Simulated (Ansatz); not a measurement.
# Ti₂Cd: computed properties

These are results of Ansatz, DFT PBEsol, scalar-relativistic, plane waves, PAW, not measurements.

Cutoff 420 eV; k points 20×20×20 on the computed 3-atom cell (Γ-centred); Gaussian smearing, width 0.10 eV; no spin polarisation.

The structure is relaxed at this level of theory with its symmetry kept. Whether it is the stable form of this composition wasn't checked.

It takes space group I4/mmm (No. 139, tetragonal). The conventional cell has a = 2.820 Å, b = 2.820 Å, c = 13.287 Å, α = 90.00°, β = 90.00°, γ = 90.00°. Ti (site symmetry 4mm) is surrounded by 8 Ti at 2.79 to 2.82 Å and 4 Cd at 3.08 Å. Cd (site symmetry 4/mmm) is surrounded by 4 Cd at 2.82 Å and 8 Ti at 3.08 Å.

```json
{
 "Volume per atom": "17.61 Å³",
 "Formation energy from the elements' standard states (uncorrected)": "-0.105 eV/atom",
 "Kohn–Sham band gap": "none (metal)",
 "Density of states at the Fermi level": "2.70 states/eV per cell",
 "Löwdin character within 0.5 eV of the Fermi level": "Ti 3d 80 %, unprojected 13 %",
 "Bulk modulus": "102 GPa",
 "Its pressure derivative": "4.7"
}
```